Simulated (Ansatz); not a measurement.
## HAlGa, sextet in 6-31G: errors against full CI

Geometry: that of the HAlGa, quartet, kept fixed. The doublet lies 6.2 eV lower here.

```yaml
atoms:
  - { symbol: Al, position_ang: [0.0000, 0.0000, 0.2539] }
  - { symbol: Ga, position_ang: [0.0000, 0.0000, -2.0897] }
  - { symbol: H, position_ang: [0.0000, 0.0000, 1.8358] }
```

Basis 6-31G (Cartesian d functions); Ansatz 0.2.0. Only valence electrons are correlated (noble-gas cores and the filled d shells of p-block atoms frozen), which leaves 7 electrons in 25 orbitals. R marks a restricted (for open shells ROHF) determinant. Active spaces: valence = (7e, 9o) chosen from the atoms' valence shells. No spin–orbit coupling is included, and no scalar relativity.

Full CI is exact within this basis and frozen core; it isn't the basis-set limit.

```
UHF ⟨S²⟩                          : 8.751
T1 diagnostic (RCCSD)             : 0.0581
largest doubles amplitude (RCCSD) : 0.090
```

Question: From what is known of these methods and the diagnostics, rank them by the size of their error in total energy against full CI in 6-31G, smallest first (an estimate: the text doesn't fix the numbers).
A. CASSCF (valence space)
B. RCCSD
C. RCCSDT
D. NEVPT2 (valence space)
E. MRCISD+Q (valence space)

Answer: C (3 meV), E (14 meV), B (85 meV), D (147 meV), A (426 meV).

All errors are against full CI in 6-31G. T1 is large (0.058) while the doubles stay small, which points to orbital relaxation. Within each family the higher level lies nearer, as is usual though not guaranteed.

The full-CI state has the irrep B2 of C2v, in the program's axes (one component, if the state is degenerate).

Natural occupations of full CI about the gap: 1.904 1.031 0.999 0.991 0.977 0.970 0.058 0.036 0.008 0.006; effectively unpaired electrons, Σ n²(2−n)², 5.05.
